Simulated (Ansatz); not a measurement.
# SiPH2 (quartet): the correlation ladder, def2-QZVPP

The task here is to estimate one member of a computed series from the others.

Method: def2-QZVPP, core rule «outside noble gas», up to 10 orbitals frozen; program: Ansatz 0.2.0, Gaussian basis.

Plan: UHF; ROHF; CCSD(T) on UHF.

2 further runs of the same task are left out: 2 set aside as unsound or not needed.

### The system

The geometry is a PBE0/def2-TZVP stationary point (not a proven minimum) of the parent state, kept for this charge and spin.

4 atoms, charge 0, spin multiplicity 4.

Atoms are counted from 1 here; the program's logs count them from 0.

Bond lengths: Si1–P2 2.059 Å, Si1–H3 1.485 Å, Si1–H4 1.485 Å. Angles: P2–Si1–H3 124.2°, P2–Si1–H4 124.2°, H3–Si1–H4 111.6°.

The first run:

Contents of in.yaml:

```yaml
crystal:
  periodic: [false, false, false]
  atoms:
    - {symbol: Si, position_ang: [0.000000, 0.000000, 1.016675]}
    - {symbol: P, position_ang: [0.000000, 0.000000, -1.042393]}
    - {symbol: H, position_ang: [0.000000, 1.227985, 1.851803]}
    - {symbol: H, position_ang: [0.000000, -1.227985, 1.851803]}
basis:
  gaussian: {orbitals: "def2-QZVPP.json"}
magnetization: {spin_polarized: true, initial_magnetization: 3}
hamiltonian: {xc: hf}
output: {orbitals: {seedname: orbitals}}
```

The run is started by

```sh
$ ansatz run in.yaml --threads 1 --pin off --events-out ev --progress --plain --max-ram 2393MiB
```

Steps of the session up to this table: UHF; ROHF; CCSD(T) on UHF.

One table of the session follows, with a row left open; its other results are not shown here.

It belongs to the step «Misses and costs». 

```
  method  from UCCSD(T) (kcal/mol)
    ROHF                   +176.47
     UHF                         ?
    UMP2                    +30.61
   UCCSD                     +7.20
UCCSD(T)                         0
```

Q: Estimate the row for UHF from the others.

The run gave: from UCCSD(T) (kcal/mol): +169.78. In the column «from UCCSD(T) (kcal/mol)» it lies between UMP2 (+30.61) and ROHF (+176.47).
